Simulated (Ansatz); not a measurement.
C3H6FN (`NC/C=C\F`). The species carries charge 0 and has multiplicity 1. All single points use the PBE0-D4/def2-TZVP geometry. It is one conformer, not always the lowest.

```xyz
11

N     1.283   -0.820   -0.902
C     0.445    0.326   -0.568
C    -0.082    0.179    0.818
C    -1.347    0.284    1.181
F    -2.331    0.558    0.311
H     1.707   -0.695   -1.813
H     0.719   -1.660   -0.947
H    -0.388    0.497   -1.262
H     1.080    1.219   -0.609
H     0.633   -0.055    1.599
H    -1.720    0.168    2.192
```

(1) What is the dipole moment at PBE/def2-TZVPP? (An estimate is asked.)

(2) And with r2SCAN, B3LYP, ωB97M-V? (Estimate.)

(3) Give the Mulliken charges with PBE, r2SCAN, ωB97M-V in def2-TZVPP. (An estimate is asked.)

## Answers

(1) Ansatz gave: 0.47 D, with components (0.24, -0.21, -0.35) D in this frame, pointing from negative to positive charge.

(2) The calculation gave: r2SCAN 0.48 D, B3LYP 0.47 D, ωB97M-V 0.46 D.

(3) Computed: 
```csv
atom,PBE,r2SCAN,ωB97M-V
N1,-0.34,-0.37,-0.29
C2,-0.02,0.11,-0.05
C3,-0.18,-0.19,-0.19
C4,0.07,0.11,0.10
F5,-0.17,-0.21,-0.20
H6,0.13,0.13,0.10
H7,0.14,0.13,0.11
H8,0.08,0.05,0.10
H9,0.08,0.04,0.11
H10,0.10,0.09,0.12
H11,0.09,0.09,0.11
```

B3LYP here is the variant with VWN-RPA as its local correlation; programs differ in this.
